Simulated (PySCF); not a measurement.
## How well do the runs reproduce experiment for C4H9Cl?

**The experiment to reproduce.**

From NIST CCCBDB Release 22 (SRD 101), experimental dipoles, for the gas: dipole moment (dielectric constant and refractivity) 2.13 D.

How close the calculation comes is told at the end.

Species: C4H9Cl.
Atom-mapped SMILES: `[CH3:1][C:2]([CH3:3])([CH3:4])[Cl:5]` (hydrogens: H6, H7, H8 on C1; H9, H10, H11 on C3; H12, H13, H14 on C4)

Cartesian coordinates in Å at the GFN2-xTB level; atoms count from 1:
```xyz
14
C4H9Cl angstrom
C     -0.9796   -1.0777   -0.0578
C      0.0213    0.0003    0.3319
C     -0.4532    1.3818   -0.0947
C      1.4099   -0.3051   -0.2107
Cl     0.1364    0.0041    2.1404
H     -1.0771   -1.1108   -1.1412
H     -1.9554   -0.8686    0.3739
H     -0.6492   -2.0525    0.2926
H     -1.4305    1.5984    0.3300
H     -0.5263    1.4247   -1.1796
H      0.2448    2.1457    0.2386
H      1.3845   -0.3104   -1.2989
H      1.7509   -1.2778    0.1356
H      2.1228    0.4475    0.1177
```

The PySCF runs (gas phase, on this GFN2-xTB geometry; no spin–orbit coupling):

```tsv
level	job	basis functions	wall time
PBE0/pcSseg-1	shieldings, charges and field gradients	137	15 s
```

Hardware: Arm Neoverse V1, one thread, no GPU (shared host).

Results beside the measurements:

**Dipole moment.** Measured: 2.13 D (NIST CCCBDB Release 22 (SRD 101), experimental dipoles).

| level | computed (D) | computed − measured (D) | % (from the printed values) |
| --- | --- | --- | --- |
| PBE0/pcSseg-1 | 2.27 | +0.14 | +7 |

The computed dipoles belong to one fixed geometry; measured ones are averaged over vibrations unless marked μe. Magnitudes are compared, not signs.

No measured geometry was used, and the causes of the misses weren't examined.
